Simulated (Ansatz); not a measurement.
System: hcp Sc. Method: LDA in Ansatz (plane waves, PAW).

Numerical settings: plane-wave cutoff 520 eV, 16×16×10 k mesh (along the axes of the cell as run), Fermi–Dirac smearing 0.1 eV, perturbation theory, force constants from a 4×4×2 q mesh, scalar-relativistic PAW data made under PBE.

Computed at the level's own relaxed cell.

Harmonic phonon frequencies (cm⁻¹; i marks an imaginary mode):

```csv
q point,frequencies
Γ,0 0 0 137 137 237
A,97 97 97 97 170 170
```

No imaginary mode appears at these points.

Ansatz is a program for electronic structure.
